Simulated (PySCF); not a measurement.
**Question.** Write Cartesian coordinates for `O=P(O)(O)O` as optimised with PBE0-D3(BJ)/def2-SVP.

**Answer.** 
```xyz
8
H3O4P angstrom
O      0.3732   -0.0320    1.6077
P     -0.1128   -0.0413    0.2208
O     -0.8219    1.2817   -0.3558
O      1.0405   -0.2964   -0.8840
O     -1.2420   -1.1318   -0.0799
H     -0.3451    2.0844   -0.1095
H      1.7903   -0.7452   -0.4717
H     -1.5960   -1.0800   -0.9765
```

Any rigid rotation of these coordinates is as good. Atoms count from 1 in this order. The 4 O–P bonds span 1.470 Å (O1=P2, drawn double) to 1.617 Å (P2–O4, drawn single), a spread of 0.147 Å. P2 (phosphoryl phosphorus) is distorted tetrahedral (angles from 100.5° to 118.6°).

Bonds between heavy atoms (Å): O1=P2 1.470, P2–O3 1.608, P2–O4 1.617, P2–O5 1.598.

Theory: PBE0-D3(BJ)/def2-SVP geometry optimisation, gas phase in PySCF 2.14.0.

Whether it is a minimum is left open (no frequencies). The numbers are those of one conformer (O1–P2–O3–H 44°, O1–P2–O4–H 23°, O1–P2–O5–H 176°).

Time: 41 s of wall time; peak memory 0.40 GiB. Hardware: one thread of an Intel Xeon Platinum 8375C at 2.90 GHz, no GPU, shared host with 96 logical CPUs at a one-minute load of 39. That covers the optimisation of the geometry.
